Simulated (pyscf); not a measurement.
PySCF, gas phase, ωB97X-D3(BJ)/def2-SVP geometries.

Question: How much does it cost (ΔH, 298 K, ωB97M-D3(BJ)/def2-TZVP) to split HO–ReH(F)(F)(F)(F)–F at its O–Re bond into OH• + [F–ReH(F)(F)(F)–F]•?

Answer: O–Re to OH• + [F–ReH(F)(F)(F)–F]•: 2.05 eV. The 7 functionals that were run give +1.94 (M06-2X) to +2.74 eV (PBE). The radicals are drawn with the spin at the cut bond; how far it spreads was not checked. Left out: the spin-orbit lowering of OH. Open-shell species with a d-block atom are single-reference here; other states, and whether the spin sits on metal or ligand, were not checked. Elements past Kr carry the def2 core potentials, without spin-orbit coupling.
